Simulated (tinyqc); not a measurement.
Pariser-Parr-Pople SCF with singles CI, for the molecule N=CC=O (SMILES; centres numbered as the heavy atoms are written), step by step. Computed by tinyqc, a small Python program that keeps every step. Settings: charge = 0, gamma = MN, start = huckel, damping = 0, iteration cap = 53, excitations kept = 9. Command: `OMP_NUM_THREADS=1 python tinyqc.py 28824 28825 out.jsonl` (the two numbers bound the seeds that draw the settings). One thread of a shared host (Intel(R) Xeon(R) Processor @ 2.60GHz), about 0.01 s of CPU time with the checks. Later iterations appear only in the table of the cycle.

## PPP integrals

Centres (angstrom, eV; a flat drawing with bonds scaled to 1.40 angstrom):
```
centre        x        y  core charge z        W  gamma_rr
1N       1.8480  -0.1270              1  14.1000   12.3000
2C       0.5590   0.4210              1  11.1600   11.1300
3C      -0.5590  -0.4210              1  11.1600   11.1300
4O      -1.8480   0.1270              1  17.7000   15.2000
```

Resonance integrals (eV):
```
i  j     beta
1  2  -2.5100
2  3  -2.3900
3  4  -2.5100
```

Mataga-Nishimoto: gamma = 14.399645/(R + a), a = 2 x 14.399645/(gamma_rr + gamma_ss); H_rr = -W_r - sum_(s != r) z_s gamma_rs; H_rs = beta for bonds.

repulsion gamma_rs (eV):
```
         1N       2C       3C       4O
1N  12.3000   5.4755   3.9407   3.0303
2C   5.4755  11.1300   5.3463   4.0924
3C   3.9407   5.3463  11.1300   5.7727
4O   3.0303   4.0924   5.7727  15.2000
```

core matrix H (eV):
```
          1N        2C        3C        4O
1N  -26.5465   -2.5100    0.0000    0.0000
2C   -2.5100  -26.0742   -2.3900    0.0000
3C    0.0000   -2.3900  -26.2198   -2.5100
4O    0.0000    0.0000   -2.5100  -30.5953
```

## Starting guess

pi electrons, sum of z_r less the charge = 4

Orbitals of the Hueckel matrix of the beta values.

P at the start:
```
         1N      2C      3C       4O
1N   1.0000  0.9029  0.0000  -0.4299
2C   0.9029  1.0000  0.4299   0.0000
3C   0.0000  0.4299  1.0000   0.9029
4O  -0.4299  0.0000  0.9029   1.0000
```

## Iteration 1: Fock matrix

F_rr = H_rr + P_rr gamma_rr / 2 + sum_(s != r) P_ss gamma_rs; F_rs = H_rs - P_rs gamma_rs / 2; E = tr P (H + F) / 2 + core repulsion sum_(r<s) z_r z_s gamma_rs.

F (eV):
```
         1N       2C       3C        4O
1N  -7.9500  -4.9819   0.0000    0.6513
2C  -4.9819  -5.5950  -3.5391    0.0000
3C   0.0000  -3.5391  -5.5950   -5.1161
4O   0.6513   0.0000  -5.1161  -10.1000
```

pi energy = -58.1586 eV

## Iteration 1: orbitals and new P

Diagonalise F (the basis is taken as orthonormal) and form P = 2 sum c c over the lowest orbitals.

orbital energies (eV): -14.1010  -11.9695  -3.6553  0.4859

P after iteration 1:
```
         1N      2C      3C       4O
1N   1.1387  0.9189  0.1537  -0.3359
2C   0.9189  0.8192  0.3479   0.0439
3C   0.1537  0.3479  0.6663   0.8625
4O  -0.3359  0.0439  0.8625   1.3759
```

## Iteration 2: Fock matrix

As before.

F (eV):
```
         1N       2C       3C       4O
1N  -8.2634  -5.0257  -0.3028   0.5089
2C  -5.0257  -6.0880  -3.3201  -0.0897
3C  -0.3028  -3.3201  -5.7026  -4.9996
4O   0.5089  -0.0897  -4.9996  -9.4896
```

pi energy = -59.1540 eV

## Iteration 2: orbitals and new P

As before.

orbital energies (eV): -14.0514  -11.8866  -3.5286  -0.0770

P after iteration 2:
```
         1N      2C      3C       4O
1N   1.1476  0.9239  0.1379  -0.3249
2C   0.9239  0.8171  0.3335   0.0412
3C   0.1379  0.3335  0.6921   0.8803
4O  -0.3249  0.0412  0.8803   1.3432
```

## Iteration 3: Fock matrix

As before.

F (eV):
```
         1N       2C       3C       4O
1N  -8.2171  -5.0395  -0.2717   0.4923
2C  -5.0395  -6.0463  -3.2815  -0.0843
3C  -0.2717  -3.2815  -5.7235  -5.0509
4O   0.4923  -0.0843  -5.0509  -9.5704
```

pi energy = -59.1649 eV

## Iteration 3: orbitals and new P

As before.

orbital energies (eV): -14.0756  -11.9157  -3.5098  -0.0562

P after iteration 3:
```
         1N      2C      3C       4O
1N   1.1471  0.9264  0.1368  -0.3184
2C   0.9264  0.8180  0.3272   0.0390
3C   0.1368  0.3272  0.6896   0.8820
4O  -0.3184  0.0390  0.8820   1.3453
```

## Convergence

Stop when output and input P, before any damping, agree to 1e-7.

Course of the cycle:
```
iteration      E (eV)  largest |P(out) - P(in)|
1          -58.158608                  3.76e-01
2          -59.154040                  3.27e-02
3          -59.164918                  6.50e-03
4          -59.165692                  2.38e-03
5          -59.165801                  9.11e-04
6          -59.165816                  3.48e-04
7          -59.165819                  1.33e-04
8          -59.165819                  5.07e-05
9          -59.165819                  1.94e-05
10         -59.165819                  7.39e-06
11         -59.165819                  2.82e-06
12         -59.165819                  1.08e-06
13         -59.165819                  4.10e-07
14         -59.165819                  1.57e-07
15         -59.165819                  5.97e-08
```

Converged in 15 iterations.

## Converged orbitals

Charges are z - P_rr.

orbital energies (eV): -14.0725  -11.9218  -3.5014  -0.0618

coefficients:
```
       MO1      MO2      MO3      MO4
1N  0.3800   0.6552   0.5499  -0.3518
2C  0.4666   0.4374  -0.4405   0.6300
3C  0.5468  -0.2137  -0.5202  -0.6203
4O  0.5821  -0.5777   0.4827   0.3074
```

pi charges: 1N -0.1475, 2C 0.1819, 3C 0.3107, 4O -0.3451

## Singles CI, singlets

Over the 4 single excitations with the smallest orbital gaps: A = (e_a - e_i) delta + 2 (ia|jb) - (ij|ab), with (pq|rs) = sum c_mp c_mq gamma_mn c_nr c_ns. f = 2/3 w |mu|^2 in atomic units, mu = sqrt2 sum c_ia sum_m c_mi c_ma R_m.

singlet CI matrix (eV):
```
         2>3      1>3      2>4      1>4
2>3   6.1005  -0.1636  -0.2085  -0.4309
1>3  -0.1636   7.5024  -0.7426   0.1358
2>4  -0.2085  -0.7426   8.2366   0.0458
1>4  -0.4309   0.1358   0.0458  10.2232
```

singlet excitation energies (eV): 6.0000  7.0852  8.7010  10.2765

oscillator strengths: 0.9606  0.1094  0.0033  0.3949

## Singles CI, triplets

Over the 4 single excitations with the smallest orbital gaps: A = (e_a - e_i) delta - (ij|ab), with (pq|rs) = sum c_mp c_mq gamma_mn c_nr c_ns.

triplet CI matrix (eV):
```
        2>3      1>3      2>4      1>4
2>3  1.8429   0.1598   0.3828   1.9759
1>3  0.1598   3.9934   1.9759  -0.7600
2>4  0.3828   1.9759   5.8295  -0.1367
1>4  1.9759  -0.7600  -0.1367   7.4341
```

triplet excitation energies (eV): 1.1568  2.6813  7.0152  8.2465
